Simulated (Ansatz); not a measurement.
# CH₅Si+ (SMILES C[SiH2+]): one structure at several levels

A test off equilibrium: a structure displaced at random from a GFN2-xTB minimum is computed at several levels, and each is set against CCSD(T).

Computed with Ansatz 0.2.0, Gaussian basis. Level: single points in def2-TZVPP.

Cores are frozen in the correlated methods.

## Step 1: Where the work starts

SMILES `C[SiH2+]`, 7 atoms, charge 1, spin multiplicity 1.

Atoms are counted from 1 here; the program's logs count them from 0.

Bond lengths: C1–Si2 1.824 Å, C1–H3 1.051 Å, C1–H4 1.268 Å, C1–H5 1.048 Å, Si2–H6 1.394 Å, Si2–H7 1.313 Å. Angles: Si2–C1–H3 106.3°, Si2–C1–H4 108.1°, Si2–C1–H5 114.8°, H3–C1–H4 97.0°, H3–C1–H5 117.7°, H4–C1–H5 111.3°, C1–Si2–H6 119.4°, C1–Si2–H7 125.7°, H6–Si2–H7 114.7°.

Coordinates:

```xyz
7

C    -0.2875   -0.7101   -0.3092
Si    0.2974    0.8855    0.3528
H    -0.5462   -1.2968    0.5231
H     0.7264   -1.3836   -0.6644
H    -0.9858   -0.6340   -1.0872
H    -0.3542    1.4520    1.4471
H     1.2381    1.6340   -0.1740
```

## Step 2: CCSD(T)/def2-TZVPP

The input, run/in.yaml:

```yaml
crystal:
  periodic: [false, false, false]
  atoms:
    - {symbol: C, position_ang: [-0.287500, -0.710100, -0.309200]}
    - {symbol: Si, position_ang: [0.297400, 0.885500, 0.352800]}
    - {symbol: H, position_ang: [-0.546200, -1.296800, 0.523100]}
    - {symbol: H, position_ang: [0.726400, -1.383600, -0.664400]}
    - {symbol: H, position_ang: [-0.985800, -0.634000, -1.087200]}
    - {symbol: H, position_ang: [-0.354200, 1.452000, 1.447100]}
    - {symbol: H, position_ang: [1.238100, 1.634000, -0.174000]}
basis:
  gaussian: {orbitals: def2-TZVPP}
total_charge: 1
correlation: {method: ccsd_t}
output: {forces: true}
```

No record of the launch command was kept for these runs.

## Step 3: PBE0-D4/def2-TZVPP

Changes to run/in.yaml since step 2:

```diff
@@ -13,3 +13,3 @@
 total_charge: 1
-correlation: {method: ccsd_t}
-output: {forces: true}
+hamiltonian: {xc: pbe0, dispersion: d4}
+output: {forces: true, orbitals: {seedname: orbitals}}
```

## Step 4: wB97M-V/def2-TZVPP

Changes to run/in.yaml since step 3:

```diff
@@ -13,3 +13,3 @@
 total_charge: 1
-hamiltonian: {xc: pbe0, dispersion: d4}
-output: {forces: true, orbitals: {seedname: orbitals}}
+hamiltonian: {xc: {name: wB97M-V}}
+output: {forces: true}
```

## Step 5: r2SCAN-D4/def2-TZVPP

Changes to run/in.yaml since step 4:

```diff
@@ -13,3 +13,3 @@
 total_charge: 1
-hamiltonian: {xc: {name: wB97M-V}}
+hamiltonian: {xc: r2scan, dispersion: d4}
 output: {forces: true}
```

## Step 6: PBE-D4/def2-TZVPP

Changes to run/in.yaml since step 5:

```diff
@@ -13,3 +13,3 @@
 total_charge: 1
-hamiltonian: {xc: r2scan, dispersion: d4}
+hamiltonian: {xc: pbe, dispersion: d4}
 output: {forces: true}
```

## Step 7: B97M-V/def2-TZVPP

Changes to run/in.yaml since step 6:

```diff
@@ -13,3 +13,3 @@
 total_charge: 1
-hamiltonian: {xc: pbe, dispersion: d4}
+hamiltonian: {xc: {name: B97M-V}}
 output: {forces: true}
```

## Step 8: LC-wPBE/def2-TZVPP

Changes to run/in.yaml since step 7:

```diff
@@ -13,3 +13,3 @@
 total_charge: 1
-hamiltonian: {xc: {name: B97M-V}}
+hamiltonian: {xc: {name: LC-wPBE}}
 output: {forces: true}
```

(Steps that only read results are left out.)

Before running it: what results should come out? Wanted: energy less free atoms, CCSD(T)/def2-TZVPP; RMS force component; RMS force error; HOMO and LUMO, PBE0-D4; T1 diagnostic.

The runs gave:

| quantity | value |
| --- | --- |
| energy less free atoms, CCSD(T)/def2-TZVPP | -1379.0 kJ/mol |
| RMS force component | 1.956 to 2.075 eV/Å over the methods |
| RMS force error | PBE0-D4 0.107, wB97M-V 0.068, r2SCAN-D4 0.110, PBE-D4 0.168, B97M-V 0.114, LC-wPBE 0.144 eV/Å |
| HOMO and LUMO, PBE0-D4 | -16.01 and -9.27 eV |
| T1 diagnostic | 0.010 |

In words: Against CCSD(T) the functionals' energies less atoms differ by -61.6 to -15.4 kJ/mol, PBE-D4 by -39.8 kJ/mol. The reference is not at the basis limit: in triple zeta CCSD(T) underbinds, which counts against methods that bind more; the gaps are no ranking. The forces of wB97M-V come nearest to CCSD(T), those of PBE-D4 are farthest. Frozen-core CCSD(T) forces in triple zeta carry basis errors of their own, and this is one geometry, so small gaps rank nothing.
